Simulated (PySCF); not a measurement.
A run for PySCF: R-HF/STO-3G on H4O2 (a complex).

```python
from pyscf import gto, scf, dft, mp
from pyscf.data.elements import chemcore

mol = gto.M(
    atom='''
    O     1.53175000    0.00592200   -0.12088000
    H     0.57596800   -0.00524900    0.02496600
    H     1.90624900   -0.03756100    0.76321800
    O    -1.39622600   -0.00499000    0.10676600
    H    -1.78937200   -0.74228300   -0.37100900
    H    -1.77703700    0.77763800   -0.30426400
    ''',
    basis='sto-3g',
    charge=0, spin=0, verbose=3, max_memory=1800)
mf = scf.RHF(mol)
mf.conv_tol = 1e-8
mf.max_cycle = 100
mf.kernel()
if not mf.converged:
    mf = mf.newton().run(mf.mo_coeff, mf.mo_occ)
```

Program output:

```
converged SCF energy = -149.93607590408
```

The run converged.

Cost: roughly 0.04 core-seconds.
